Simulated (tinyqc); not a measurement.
Ways to converge the cycle: SCF convergence aids in the sto-3g basis, for BH2, spin multiplicity 2. Computed by the program tinyqc with PySCF. UHF with one setting changed at a time; a run stops when the energy changes by less than 1e-09 hartree and the error matrix is below 1e-5. The start is the core Hamiltonian. Damping d keeps d of the old density; a shift (hartree) raises the virtual levels; DIIS n extrapolates F over n matrices.

Geometry (angstrom):
```
atom       x        y       z
B     0.0000   0.0000  0.0000
H     0.0000   1.0100  0.5110
H     0.0000  -1.0100  0.5110
```

lowest solution found by these runs and by PySCF with stability checks = -25.409080 hartree

Largest element of the error matrix X^T (FDS - SDF) X:
```
iteration    plain  damping 0.3  damping 0.6  shift 0.4   DIIS 3   DIIS 8
1          3.5e-01      3.5e-01      3.5e-01    3.5e-01  3.5e-01  3.5e-01
2          4.9e-02      1.4e-01      2.3e-01    1.4e-01  4.9e-02  4.9e-02
3          1.8e-02      5.4e-02      1.5e-01    4.7e-02  1.6e-02  1.6e-02
4          7.5e-03      2.4e-02      1.0e-01    2.3e-02  3.8e-03  3.8e-03
5          3.5e-03      1.4e-02      6.6e-02    1.3e-02  1.4e-03  1.4e-03
6          1.9e-03      8.3e-03      4.3e-02    8.3e-03  4.4e-04  2.8e-04
8          6.8e-04      3.2e-03      2.0e-02    3.4e-03  2.9e-05  1.7e-05
10         2.9e-04      1.4e-03      1.1e-02    1.6e-03  1.3e-06  4.5e-08
14         6.0e-05      3.8e-04      3.9e-03    4.5e-04        -        -
20         5.5e-06      7.4e-05      1.1e-03    8.9e-05        -        -
30               -      5.4e-06      1.9e-04    6.7e-06        -        -
45               -            -      2.2e-05          -        -        -
```

How each run ends:
```
run          iterations  E (hartree)   state
plain                21   -25.344362  higher
damping 0.3          30   -25.344362  higher
damping 0.6          52   -25.344362  higher
shift 0.4            30   -25.344362  higher
DIIS 3               10   -25.344362  higher
DIIS 8               10   -25.344362  higher
```

What does the comparison show, and why?

No run reaches the lowest solution found. Ending on a higher stationary point: plain, damping 0.3, damping 0.6, shift 0.4, DIIS 3, DIIS 8; a small error matrix cannot reveal that, and an occupation fixed by the start is kept by symmetry or by the shape of the basin. Plain steps already contract here, so damping only slows them. DIIS 3 and DIIS 8 gain by cancelling the error over several earlier matrices, much as a quasi-Newton step does.
